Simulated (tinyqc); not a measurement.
Inside a calculation. Method: RKS/PBE in the sto-3g basis, for LiH, spin multiplicity 1. Computed by tinyqc, a small Python program that keeps every step (integrals from PySCF). Settings: charge = 0, multiplicity = 1, basis = sto-3g, energy threshold = 1e-10, iteration cap = 80, orthogonalisation = symmetric, start = core, DIIS depth = 3, damping = 0.5, shift = 0.2, method = RKS, functional = pbe,pbe, grid = [20, 50]. Command: `OMP_NUM_THREADS=1 python tinyqc.py 23426 23427 out.jsonl` (the two numbers bound the seeds that draw the settings). One thread of a shared host (Intel(R) Xeon(R) Processor @ 2.60GHz), about 0.9 s of CPU time with the checks.

Geometry (angstrom):
```
atom         x         y         z
Li    0.000000  0.000000  0.000000
H     0.000000  0.000000  2.830000
```

Stop when the energy changes by less than 1e-10 hartree and every element of the error matrix X^T (F D S - S D F) X is below 3e-06.

Course of the cycle:
```
iteration  E (hartree)     change  largest element of the error matrix
1          -7.58651980          -                             2.57e-01
2          -7.76690581  -1.80e-01                             5.96e-02
3          -7.79056066  -2.37e-02                             6.57e-02
4          -7.80379119  -1.32e-02                             7.39e-02
5          -7.81680975  -1.30e-02                             3.40e-02
6          -7.82118216  -4.37e-03                             2.94e-02
7          -7.82369640  -2.51e-03                             2.42e-02
8          -7.82526620  -1.57e-03                             1.75e-02
9          -7.82607498  -8.09e-04                             1.35e-02
10         -7.82655812  -4.83e-04                             9.50e-03
11         -7.82681029  -2.52e-04                             7.12e-03
12         -7.82695601  -1.46e-04                             4.88e-03
13         -7.82703580  -7.98e-05                             3.50e-03
14         -7.82708085  -4.50e-05                             2.38e-03
...                ...        ...                                  ...
67         -7.82715883  -1.43e-10                             2.19e-05
68         -7.82715883  -1.14e-10                             1.96e-05
69         -7.82715883  -9.12e-11                             1.75e-05
70         -7.82715883  -7.29e-11                             1.57e-05
71         -7.82715883  -5.83e-11                             1.40e-05
72         -7.82715883  -4.66e-11                             1.25e-05
73         -7.82715883  -3.73e-11                             1.12e-05
74         -7.82715883  -2.98e-11                             1.00e-05
75         -7.82715883  -2.38e-11                             8.96e-06
76         -7.82715883  -1.90e-11                             8.01e-06
77         -7.82715883  -1.52e-11                             7.16e-06
78         -7.82715883  -1.22e-11                             6.40e-06
79         -7.82715883  -9.72e-12                             5.73e-06
80         -7.82715883  -7.77e-12                             5.12e-06
```

Can the last value be used, and what does the course show?

Not by the stop rule, although the second column moves by less than 1e-07 over the last three steps. Not converged within the cap of 80 iterations: the residual falls steadily but slowly, by a factor of about 0.89 a step. Reruns (cap 100 unless said): DIIS 8: converged in 19; damping 0.5: converged in 48; level shift 0.5: converged in 47; atomic densities as start, DIIS 8: converged in 13; the original settings with a cap of 400: converged in 85. PySCF RKS in the same basis, fine grid = -7.82781931 hartree, which differs from a converged run on this coarse grid by the grid error.
